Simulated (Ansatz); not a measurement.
# Ga2P3: from a trial structure to a relaxed crystal

Method: DFT PBE, scalar-relativistic, plane waves, PAW in Ansatz 0.2.0. Cutoff 420 eV, Γ-centred k mesh, Gaussian smearing, no spin polarisation in the final step.

Ga2P3 was placed on the tetradymite structure type (R-3m, No. 166), with Ga in place of Bi, P in place of Te, at a guessed volume.

```
Ga P
1.0
     1.76358    1.01820    8.17509
    -1.76358    1.01820    8.17509
     0.00000   -2.03641    8.17509
Ga P
2 3
Direct
  0.40000 0.40000 0.40000
  0.60000 0.60000 0.60000
  0.00000 0.00000 0.00000
  0.20950 0.20950 0.20950
  0.79050 0.79050 0.79050
```

Cell and atoms relax at zero pressure; the relaxation can't lower the symmetry of the start. After a coarse first stage the cell is made exact in the group found at 0.06 Å.

Formation energies are uncorrected and refer to the elements' standard structures at the same level.

(1) Describe the relaxed structure.

(2) What are its volume, energy, density and gap?

Results:

(1) It keeps R-3m (No. 166). The result has the tetradymite structure. Conventional cell: a = 3.616 Å, c = 23.051 Å. Ga is coordinated by 3 P at 2.51 Å and 3 P at 2.80 Å; P on Wyckoff site a (1 atom of the primitive cell) is coordinated by 6 Ga at 2.51 Å; P on Wyckoff site c (2 atoms of the primitive cell) is coordinated by 3 P at 2.40 Å and 3 Ga at 2.80 Å.

```xyz
5
Lattice="1.8082 1.0440 7.6837 -1.8082 1.0440 7.6837 0.0000 -2.0880 7.6837" Properties=species:S:1:pos:R:3 pbc="T T T"
Ga    0.0000    0.0000    9.0792
Ga    0.0000    0.0000   13.9718
P     0.0000    0.0000    0.0000
P     0.0000    0.0000    4.4294
P     0.0000    0.0000   18.6216
```

(2) The volume per atom is 17.41 Å³, the density is 4.43 g/cm³ and the energy over the elements is -0.02 eV/atom. The gap on the 12×12×12 mesh is 0 eV (a metal).

The final run used a 12×12×12 mesh on its 5-atom cell and 0.10 eV smearing. The k mesh leaves about 4 meV/atom of noise in metals. A structure relaxed within its symmetry needn't be a true minimum. The steps took of the order of 4 core-minutes in all.